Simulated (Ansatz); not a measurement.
# One shape, several levels: AlSiNH8 (SMILES [AlH3-][NH2+][SiH3])

Wanted: a comparison of 6 runs (HF/3-21G, B3LYP/def2-SVP, BHLYP/def2-SVP, SVWN5/def2-SVP, wB97X/def2-SVP, CCSD/def2-SVP) of AlSiNH8. 

Program for the calculation: Ansatz 0.2.0.

53 further runs of the same task are left out: 1 that didn't finish, 52 set aside as unsound or not needed.

## (1) The molecule

AlSiNH8 has 11 atoms, charge 0, and is taken as a singlet. SMILES: `[AlH3-][NH2+][SiH3]`. The Al1–H6 distance was set to 2.882 Å, away from the relaxed value. At this shape a bond of the SMILES string is far longer than usual.

Bond lengths: Al1–N2 2.069 Å, N2–Si3 1.792 Å, Al1–H4 1.609 Å, Al1–H5 1.602 Å, N2–H7 1.016 Å, N2–H8 1.016 Å, Si3–H9 1.487 Å, Si3–H10 1.476 Å, Si3–H11 1.475 Å. Some angles: Al1–N2–Si3 109.4°, Al1–N2–H7 107.3°, Al1–N2–H8 107.7°, Si3–N2–H7 112.7°, Si3–N2–H8 112.4°, N2–Al1–H4 97.1°, N2–Al1–H5 100.0°, N2–Si3–H9 108.4°, N2–Si3–H10 107.2°, N2–Si3–H11 107.0°.

## (2) The energy at HF/3-21G (run 1)

molecule.yaml reads:

```yaml
basis:
  gaussian:
    orbitals: 3-21G.json
crystal:
  periodic: [false, false, false]
  atoms:
    - {symbol: Al, position_ang: [0.281599, 1.031737, -1.201367]}
    - {symbol: N, position_ang: [1.153399, -0.035863, 0.342133]}
    - {symbol: Si, position_ang: [2.057899, -1.428063, -0.331967]}
    - {symbol: H, position_ang: [0.460599, -0.087463, -2.342967]}
    - {symbol: H, position_ang: [1.275499, 2.285937, -1.267267]}
    - {symbol: H, position_ang: [-2.377200, 1.435300, -0.165100]}
    - {symbol: H, position_ang: [1.748399, 0.607137, 0.856133]}
    - {symbol: H, position_ang: [0.413199, -0.324163, 0.975333]}
    - {symbol: H, position_ang: [2.833199, -2.062263, 0.767733]}
    - {symbol: H, position_ang: [2.976499, -0.896163, -1.357267]}
    - {symbol: H, position_ang: [1.059199, -2.376763, -0.860667]}
accuracy: high
output:
  orbitals: {seedname: orbitals}
hamiltonian:
  xc: hf
```

The basis set 3-21G is read from a file made from the Basis Set Exchange's data (not shown).

The run is started by

```console
$ ansatz run molecule.yaml --threads 1 --pin off --max-ram 3480MiB --events-out events.jsonl --progress --plain --runs-dir runs
```

Standard output:

```text
Warning: RAYON_NUM_THREADS=1 ignored (pool sized by the plan → 1); use --threads N
Functional definition: HF
  name "HF"
  exchange = exact_x
  correlation = 0
1249 factors; integrals over basis functions are off by at most 7.0e-9 eV
mean field evaluation 1: about -15962.3236 eV, gradient 2.1e1 eV
mean field evaluation 2: about -15962.6281 eV, gradient 2.1e1 eV
mean field evaluation 4: about -15964.2593 eV, gradient 2.5e0 eV
mean field evaluation 8: about -15964.2819 eV, gradient 7.0e-2 eV
mean field evaluation 16: about -15964.2820 eV, gradient 8.0e-9 eV
mean field -15964.28198167 eV, -586.6765418474 hartree, gradient 8.0e-9 eV, S^2 0.000000; 0 other end points of the search recorded, 0 dependent functions left out
reference -15964.28198167 eV, -586.6765418474 hartree; 21, 21 occupied and 30, 30 virtual orbitals, 1249 factors
Total energy: -15964.28198167 eV, -586.6765418474 hartree
```

It took 0.77 s on 1 thread of Intel Xeon Platinum 8488C (Sapphire Rapids), shared host; peak memory 0.13 GiB.

## (3) A single-point energy at B3LYP/def2-SVP (run 2)

job.yaml reads:

```yaml
basis:
  gaussian:
    orbitals: def2-SVP
crystal:
  periodic: [false, false, false]
  atoms:
    - {symbol: Al, position_ang: [0.281599, 1.031737, -1.201367]}
    - {symbol: "N", position_ang: [1.153399, -0.035863, 0.342133]}
    - {symbol: Si, position_ang: [2.057899, -1.428063, -0.331967]}
    - {symbol: H, position_ang: [0.460599, -0.087463, -2.342967]}
    - {symbol: H, position_ang: [1.275499, 2.285937, -1.267267]}
    - {symbol: H, position_ang: [-2.377200, 1.435300, -0.165100]}
    - {symbol: H, position_ang: [1.748399, 0.607137, 0.856133]}
    - {symbol: H, position_ang: [0.413199, -0.324163, 0.975333]}
    - {symbol: H, position_ang: [2.833199, -2.062263, 0.767733]}
    - {symbol: H, position_ang: [2.976499, -0.896163, -1.357267]}
    - {symbol: H, position_ang: [1.059199, -2.376763, -0.860667]}
magnetization:
  spin_polarized: false
hamiltonian:
  xc: {name: B3LYP}
accuracy: high
output: {orbitals: {seedname: orbitals}}
```

The run is started by

```console
$ ansatz run job.yaml --threads 1 --pin off --max-ram 3480MiB --events-out events.jsonl --progress --plain --runs-dir runs
```

Standard output:

```text
Warning: RAYON_NUM_THREADS=1 ignored (pool sized by the plan → 1); use --threads N
Functional definition: B3LYP
  name "B3LYP"
  parameter a0 = 0.2
  parameter ax = 0.72
  parameter ac = 0.81
  exchange = (1 - a0 - ax)*slater_x + ax*b88_x + a0*exact_x
  correlation = (1 - ac)*vwn_rpa_c + ac*lyp_c
2071 factors; integrals over basis functions are off by at most 3.6e-9 eV
mean field evaluation 1: about -16083.2120 eV, gradient 4.7e1 eV
mean field evaluation 2: about -16077.5948 eV, gradient 6.4e1 eV
mean field evaluation 4: about -16088.1909 eV, gradient 2.5e0 eV
mean field evaluation 8: about -16088.3495 eV, gradient 1.7e-1 eV
mean field evaluation 16: about -16088.3496 eV, gradient 9.3e-6 eV
mean field -16088.34962315 eV, -591.2359435757 hartree, gradient 2.4e-8 eV, S^2 0.000000; 0 other end points of the search recorded, 0 dependent functions left out
reference -16088.34967304 eV, -591.2359454090 hartree; 21, 21 occupied and 69, 69 virtual orbitals, 2071 factors
Total energy: -16088.34967304 eV, -591.2359454090 hartree
```

Run time: 9.3 s. Hardware: 1 thread of Intel Xeon Platinum 8488C (Sapphire Rapids), shared host; peak memory 0.33 GiB.

Run 3 isn't shown in full; the table further down has it.

## (4) A single-point energy at SVWN5/def2-SVP (run 4)

run.yaml reads:

```yaml
crystal:
  periodic: [false, false, false]
  atoms:
    - symbol: Al
      position_ang: [0.281599, 1.031737, -1.201367]
    - symbol: "N"
      position_ang: [1.153399, -0.035863, 0.342133]
    - symbol: Si
      position_ang: [2.057899, -1.428063, -0.331967]
    - symbol: H
      position_ang: [0.460599, -0.087463, -2.342967]
    - symbol: H
      position_ang: [1.275499, 2.285937, -1.267267]
    - symbol: H
      position_ang: [-2.377200, 1.435300, -0.165100]
    - symbol: H
      position_ang: [1.748399, 0.607137, 0.856133]
    - symbol: H
      position_ang: [0.413199, -0.324163, 0.975333]
    - symbol: H
      position_ang: [2.833199, -2.062263, 0.767733]
    - symbol: H
      position_ang: [2.976499, -0.896163, -1.357267]
    - symbol: H
      position_ang: [1.059199, -2.376763, -0.860667]
basis:
  gaussian: {orbitals: def2-SVP}
hamiltonian: {xc: {name: SVWN5}}
accuracy: high
output: {orbitals: {seedname: orbitals}}
```

The run is started by

```console
$ ansatz run run.yaml --threads 1 --pin off --max-ram 3480MiB --events-out events.jsonl --progress --plain --runs-dir runs
```

Standard output:

```text
Warning: RAYON_NUM_THREADS=1 ignored (pool sized by the plan → 1); use --threads N
Functional definition: SVWN5
  name "SVWN5"
  exchange = slater_x
  correlation = vwn5_c
2071 factors; integrals over basis functions are off by at most 3.6e-9 eV
mean field evaluation 1: about -16005.5897 eV, gradient 5.5e1 eV
mean field evaluation 2: about -15988.4825 eV, gradient 9.4e1 eV
mean field evaluation 4: about -16011.5718 eV, gradient 1.1e1 eV
mean field evaluation 8: about -16012.4612 eV, gradient 4.8e-1 eV
mean field evaluation 16: about -16012.4623 eV, gradient 1.2e-5 eV
mean field -16012.46227388 eV, -588.4471349283 hartree, gradient 8.0e-8 eV, S^2 0.000000; 0 other end points of the search recorded, 0 dependent functions left out
reference -16012.46227815 eV, -588.4471350852 hartree; 21, 21 occupied and 69, 69 virtual orbitals, 2071 factors
Total energy: -16012.46227815 eV, -588.4471350852 hartree
```

It took 6 s on 1 thread of Intel Xeon Platinum 8488C (Sapphire Rapids), shared host; peak memory 0.26 GiB.

Run 5 isn't shown in full; the table further down has it.

## (5) The energy at CCSD/def2-SVP (run 6)

job.yaml: that of step 3 with these lines changed.

```diff
@@ -1,4 +1 @@
-basis:
-  gaussian:
-    orbitals: def2-SVP
 crystal:
@@ -17,7 +14,10 @@
     - {symbol: H, position_ang: [1.059199, -2.376763, -0.860667]}
-magnetization:
-  spin_polarized: false
-hamiltonian:
-  xc: {name: B3LYP}
+basis:
+  gaussian:
+    orbitals: def2-SVP
+correlation:
+  method: ccsd
+  frozen_orbitals: {Al: 5, H: 0, "N": 1, Si: 5}
 accuracy: high
-output: {orbitals: {seedname: orbitals}}
+scf:
+  omitted_lower_state_checks: [cluster_reference, increment]
```

The run is started by

```console
$ ansatz run job.yaml --threads 1 --pin off --max-ram 3480MiB --events-out events.jsonl --progress --plain --runs-dir runs
```

Standard output, cut to the lines that bear on the results:

```text
Warning: RAYON_NUM_THREADS=1 ignored (pool sized by the plan → 1); use --threads N
[... 2 set-up lines as earlier in the session ...]
[...]
2071 factors; integrals over basis functions are off by at most 3.6e-9 eV
[...]
mean field -16045.34695580 eV, -589.6556246988 hartree, gradient 3.3e-8 eV, S^2 0.000000; 0 other end points of the search recorded, 0 dependent functions left out; unrestricted orbitals would lower it
11 core orbitals not correlated: weight in the atoms' cores, before any rotation towards them, 1.000 or more for the frozen orbitals, at most 0.000 for the correlated occupied ones
reference -16045.34695580 eV, -589.6556246988 hartree; 10, 10 occupied and 69, 69 virtual orbitals, 2071 factors
second order -10.03637504 eV of doubles, -0.00000000 eV of singles
cycle   1  -11.12943333 eV  change    -1.1e0 eV  update   1.1e-1
[...]
cycle  31  -11.79575570 eV  change   4.8e-10 eV  update  3.0e-10
Total energy: -16057.14271149 eV, -590.0891107252 hartree
Checks for a lower state left out: cluster_reference, increment
```

Run time: 17 s. Hardware: 1 thread of Intel Xeon Platinum 8488C (Sapphire Rapids), shared host; peak memory 0.52 GiB.

## (6) The series

| run | level | frozen core orbitals | energy (Eh) | HOMO energy (eV) | LUMO energy (eV) | HOMO–LUMO gap (eV) | wall time |
| --- | --- | --- | --- | --- | --- | --- | --- |
| 1 | HF/3-21G | – | -586.676542 | -7.33 | 2.27 | 9.60 | 0.77 s |
| 2 | B3LYP/def2-SVP | – | -591.235945 | -5.34 | -1.36 | 3.98 | 9.3 s |
| 3 | BHLYP/def2-SVP | – | -591.143280 | -6.30 | -0.32 | 5.98 | 9.6 s |
| 4 | SVWN5/def2-SVP | – | -588.447135 | -4.69 | -2.03 | 2.66 | 6 s |
| 5 | wB97X/def2-SVP | – | -591.154531 | -7.64 | 0.81 | 8.44 | 37 s |
| 6 | CCSD/def2-SVP | 11 | -590.089111 | – | – | – | 17 s |

## (7) Results

| quantity | value |
| --- | --- |
| run 6: total energy | -590.08911 Eh |
| run 6: correlation energy (11 core orbitals frozen) | -433.5 mEh |
| run 6: T1 diagnostic | 0.024 |

Over runs 1, 2, 3, 4, 5 the HOMO–LUMO gap runs from 2.66 eV (SVWN5/def2-SVP) to 9.60 eV (HF/3-21G). The two ends differ in method and basis. Totals of different functionals can't be ranked against each other. In run 6 the log says that unrestricted orbitals would lower the reference, so the values rest on an unstable closed-shell determinant (other closed-shell runs at this shape may share the fault). All runs together took 79 s, the longest 37 s.
